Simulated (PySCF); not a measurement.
Molecule: Isopropyl Isocyanide (SMILES [C-]#[N+]C(C)C).

Structure with atom numbers: `[C-:1]#[N+:2][CH:3]([CH3:4])[CH3:5]`; H(Xn) means a hydrogen on atom n.

Spin–spin couplings on one PBE0-D3(BJ)/def2-SVP geometry, PySCF 2.14, gas phase, non-relativistic, equivalent pairs averaged (spin–dipole term only in couplings to heteroatoms); isotopes $^{13}$C, $^{1}$H, $^{15}$N; basis pcJ-1.

Problem. How do the couplings (Hz) change with the functional? Times are CPU seconds on shared hosts with different chips, so compare them loosely.

Solution. 
| functional | functions | $^{1}J$(C3,H(C3)) | $^{1}J$(C4,H(C4)) | $^{1}J$(C3,C4) | $^{1}J$(C1,N2) | $^{1}J$(N2,C3) | $^{2}J$(H(C4),H(C4)) | $^{2}J$(N2,H(C3)) | core-s |
| --- | --- | --- | --- | --- | --- | --- | --- | --- | --- |
| HF | 205 | 180.7 | 162.8 | 68.1 | -34.8 | -33.0 | -28.5 | 13.6 | 17 |
| LDA | 205 | 109.6 | 103.5 | 22.1 | 1.5 | -5.2 | -8.6 | 0.9 | 16 |
| PBE | 205 | 132.7 | 124.1 | 31.7 | -0.5 | -8.0 | -12.4 | 1.3 | 21 |
| KT2 | 205 | 140.2 | 130.3 | 23.2 | 7.1 | -2.2 | -17.0 | 2.1 | 23 |
| B3LYP | 205 | 145.2 | 135.8 | 38.2 | -8.1 | -12.4 | -13.9 | 2.0 | 20 |
| PBE0 | 205 | 138.1 | 128.0 | 36.7 | -6.5 | -12.1 | -14.5 | 2.6 | 24 |
| B97-2 | 205 | 130.8 | 122.3 | 36.0 | -8.4 | -12.5 | -12.5 | 2.6 | 23 |
| BHandHLYP | 205 | 157.4 | 145.6 | 47.2 | -16.7 | -18.1 | -17.0 | 3.9 | 17 |
| CAM-B3LYP | 205 | 142.9 | 133.1 | 38.2 | -9.6 | -13.5 | -14.1 | 2.3 | 33 |
